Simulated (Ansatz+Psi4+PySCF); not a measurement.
Results of a calculation; reference values are marked as such.
Input for Psi4 1.11:

```
molecule {
0 1
F 0.000000 0.000000 0.710300
F 0.000000 0.000000 -1.420610
}

set basis cc-pVTZ
set reference rhf
set scf_type pk
set mp2_type conv
set cc_type conv
set num_frozen_docc 2
energy('mp2')
```

The input is written out from the run's settings.

The run gave:

```yaml
Converged: yes
Reference_energy: -198.58180 hartree
Correlation_energy: -0.61617 hartree
Total_energy: -199.19797 hartree
Spin_squared_of_the_determinant: 0.000
Occupied_orbitals_by_symmetry_in_an_Abelian_subgroup_alpha;_beta: 3 Ag 1 B2g 1 B3g 2 B1u 1 B2u 1 B3u; 3 Ag 1 B2g 1 B3g 2 B1u 1 B2u 1 B3u
```

Caution: large amplitudes, a single reference is doubtful; an unrestricted determinant lies well below.
